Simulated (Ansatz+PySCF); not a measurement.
doublet C₂H₂(+): levels of theory in one basis

| atom | x (Å) | y (Å) | z (Å) |
| --- | --- | --- | --- |
| C | 0.0000 | 0.0000 | -0.6217 |
| C | 0.0000 | 0.0000 | 0.6217 |
| H | 0.0000 | 0.0000 | 1.7513 |
| H | 0.0000 | 0.0000 | -1.7513 |

Basis set: cc-pVTZ (spherical functions). Left uncorrelated: 2 orbitals. Correlation on ROHF uses semicanonical orbitals with singles. Charge 1, multiplicity 2.

Computed with Ansatz (development build ahead of 0.2.0) and PySCF 2.14.0; each method stands on the lowest determinant of its kind that the runs found.

| method | E − E(ROHF) (eV) | <S²> of the determinant |
| --- | --- | --- |
| ROHF | 0.00 | 0.75 |
| UHF | -0.08 | 0.76 |
| ROHF-MP2 | -6.85 | – |
| UHF-MP2 | -6.85 | 0.76 |
| ROHF-CCSD(T) | -7.81 | – |

What does UHF-CCSD give on the same scale?

-7.49 eV.

Caution for ROHF-MP2, UHF-MP2: MP2 on this radical cation hangs on the determinant chosen.
